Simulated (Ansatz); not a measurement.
The input, for Ansatz 0.2.0:

```yaml
crystal:
  periodic: [false, false, false]
  atoms:
    - {symbol: N, position_ang: [0.000000, -0.188815, 2.197828]}
    - {symbol: Na, position_ang: [0.000000, 0.061612, -1.482257]}
    - {symbol: H, position_ang: [0.000000, 1.218553, 3.266483]}
basis:
  gaussian: {orbitals: def2-mTZVP, point_charges: [{charge: -1.00, position_ang: [3.504, -0.563, 0.672]}]}
magnetization: {spin_polarized: false, initial_magnetization: 1}
correlation: {method: dmrg, electrons: outside_noble_gas}
```

```sh
$ ansatz run in.yaml --threads 1 --pin off --events-out ev --progress --plain --max-ram 2393MiB
```

(1) One thing in this input was set wrong on purpose, beside settings that are merely unusual. What is the gravest fault, and what does the program do?

Results:

(1) A method name that the input doesn't accept. How the run ends: refused.
```
Error: YAML parse error: error: line 10 column 23: unknown variant `dmrg`, expected one of mp2, rpa, ccsd, ccsd_t, bccd, bccd_t, ccsdt, ccsdt_q, ccsdt_q_b, ccsdtq, fci, sc_nevpt2, fic_nevpt4_sd, fic_mrcisd_q, fic_mrcisd_q_relaxed
  --> <input>:10:23
   |
 8 |   gaussian: {orbitals: def2-mTZVP, point_charges: [{charge: -1.00, position_ang: [3.504…
 9 | magnetization: {spin_polarized: false, initial_magnetization: 1}
10 | correlation: {method: dmrg, electrons: outside_noble_gas}
   |                       ^ unknown variant `dmrg`, expected one of mp2, rpa, ccsd, ccsd_t, bccd, bccd_t, ccsdt, ccsdt_q, ccsdt_q_b, ccsdtq, fci, sc_nevpt2, fic_nevpt4_sd, fic_mrcisd_q, fic_mrcisd_q_relaxed
```
